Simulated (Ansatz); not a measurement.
The parent structure is GaN in the zinc blende structure (space group F-43m, No. 216; a = 4.549 Å).

Calculations: PBE/PAW in Ansatz (a program for electronic structure), no spin-orbit coupling.

One thing is altered: full substitution N → As, then cell and atoms are relaxed.

Measured band gap: GaN 3.48 eV (static lattice; corrected from measurement; as listed in I. Vurgaftman, J. R. Meyer, L. R. Ram-Mohan, Journal of Applied Physics (2001)); GaAs 1.57 eV (static lattice; corrected from measurement; as listed in Wei Chen et al., Physical Review Materials (2018)).

Measured lattice parameter a: GaN 4.5 Å (room temperature; as listed in I. Vurgaftman, J. R. Meyer, L. R. Ram-Mohan, Journal of Applied Physics (2001)); GaAs 5.64 Å (static lattice; corrected from measurement; as listed in Daniel Mejia-Rodriguez, S. B. Trickey, Phys. Rev. B (2018)).

Problem. How well does PBE reproduce the measured shift?

Solution. With PBE the band gap moves by -1.38 eV (1.54 → 0.16) against -1.91 eV measured; the lattice parameter a moves by +1.197 Å (4.549 → 5.746) against +1.140 Å measured. The two measured values stand on different bases (one corrected, one not), which blurs small differences.

No phonon test of stability was made. This is not the structure that GaN has at room temperature and ambient pressure.
